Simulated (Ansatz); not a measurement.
# [Cl···H···CH$_{3}$], doublet: transfer scan

Starting geometry:

```xyz
6

Cl   -0.8992    0.0000    0.0000
H     0.3796    0.0000    0.0000
C     2.0948    0.0000    0.0000
H     2.0948   -1.0800    0.0000
H     2.0948    0.5400    0.9353
H     2.0948    0.5400   -0.9353
```

From there H2 is moved from one fragment to the other while all else, the fragments' distance too, stays fixed; atoms are numbered as listed. Energies are in kJ/mol, counted from the starting geometry at the same level.

Basis cc-pVDZ; Ansatz 0.2.0. Correlated methods freeze the noble-gas cores. Prefix R: restricted or restricted open-shell reference; prefix U: unrestricted.

Full CI isn't at hand for all of this; UCCSDT(Q) serves as the reference, and is uncertain by about the last step of the cluster series. The frozen core follows each run's orbitals, which can shift R against U totals by a few meV.

```tsv
distance Cl1-H2 (Å)	UCCSDT(Q)	error RHF	error UHF	error UCCSD	error UCCSD(T)	error BCCD(T)	error RCCSDT
1.279	0.0	0.0	0.0	0.0	0.0	0.0	0.0
1.368	1.3	8.6	6.8	1.2	0.2	0.2	0.1
1.547	25.2	32.1	19.8	3.9	0.8	0.7	0.3
1.725	36.2	43.5	25.6	4.2	0.7	0.6	0.3
1.904	50.4	16.1	13.8	1.5	0.0	0.0	0.0
```

Errors are those of relative energies. In total energy the starting point itself misses UCCSDT(Q) by: RHF 865.7, UHF 853.2, UCCSD 18.0, UCCSD(T) 2.9, BCCD(T) 2.9, RCCSDT 1.2 kJ/mol.

Spread of the error over the points with a reference, to 1.904 Å (largest less smallest): RCCSDT 0.4, BCCD(T) 0.7, UCCSD(T) 0.8, UCCSD 4.2, UHF 25.6, RHF 43.5 kJ/mol.
